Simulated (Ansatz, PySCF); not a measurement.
This PySCF input computes a CCSD(T)/cc-pVDZ energy:

```python
from pyscf import gto, scf, mp, cc as ccmod

mol = gto.M(
    atom='''
    F    -0.00000000   -0.00000000   -0.64654644
    F     0.00000000    0.00000000    0.64654644
    ''',
    basis='cc-pvdz',
    charge=1,
    spin=1,
    symmetry='D2h',
    verbose=4,
)

mf = scf.UHF(mol)
mf.conv_tol = 1e-10
mf.max_cycle = 100
mf.kernel()
mp2 = mp.MP2(mf, frozen=2).run()
cc = ccmod.CCSD(mf, frozen=2)
cc.max_cycle = 100
cc.kernel()
et = cc.ccsd_t()
print(f'E(CCSD(T)) = {cc.e_tot + et:.9f}')
```

Problem. Write an input for the same energy in Ansatz (a quantum-chemistry and plane-wave program) and say what it gives.

Solution. 
Ansatz 0.2 input:
```yaml
crystal:
  periodic: [false, false, false]
  atoms:
    - {symbol: F, position_ang: [-0.00000000, -0.00000000, -0.64654644]}
    - {symbol: F, position_ang: [0.00000000, 0.00000000, 0.64654644]}
basis:
  gaussian:
    orbitals: cc-pVDZ
total_charge: 1
magnetization: {spin_polarized: true, initial_magnetization: 1}
correlation: {method: ccsd_t, electrons: outside_noble_gas}
```
It gives -198.53289 Eh, and PySCF -198.53289 Eh, a difference of 0.00 mEh.
